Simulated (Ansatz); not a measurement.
H$_{4}$NOSi, SMILES `N[SiH]O` radical, relaxed with UKS PBE0-D4/def2-TZVP in Ansatz from a PBE-D4/def2-SVP geometry. The force threshold is 0.005 eV/Å; the program also tests the step.

Charge 0, multiplicity 2.

Start:

```xyz
7

N    -0.494   -0.791    0.505
Si    0.325    0.025   -0.818
O     1.333    1.212   -0.166
H     0.050   -1.362    1.160
H    -1.380   -1.260    0.294
H    -0.820    0.597   -1.644
H     0.986    1.581    0.670
```

(1) By how much does the energy fall, and how many steps does the optimiser take? (Estimate.)

(2) Which bonds change most? (An estimate is asked.)

(3) Give the relaxed structure. (Estimate.)

Answers

(1) Ansatz gave: 5.54 kJ/mol, in 7 steps.

(2) The calculation gave: Si2–O3 from 1.689 to 1.649 Å; N1–Si2 from 1.756 to 1.723 Å; Si2–H6 from 1.523 to 1.500 Å; N1–H4 from 1.025 to 1.008 Å.

(3) The calculation gave: 
```xyz
7

N    -0.481   -0.816    0.483
Si    0.320    0.022   -0.792
O     1.309    1.176   -0.153
H     0.045   -1.369    1.142
H    -1.378   -1.238    0.297
H    -0.796    0.602   -1.610
H     0.980    1.622    0.633
```
